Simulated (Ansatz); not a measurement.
Name a neutral molecule of Cl, Mg, S and H with size of the dipole moment (ωB97M-V/def2-TZVPP) between 0.80 and 1.10 D and vertical ionisation energy (CCSD(T)/def2-TZVPP) between 9.70 and 10.00 eV (Ansatz, PBE0-D4/def2-TZVP geometry).

`[SH][Mg][Cl]` (0.89 D, 9.78 eV). Other molecules can fit too; these were computed, each in one conformer that needn't be the lowest.
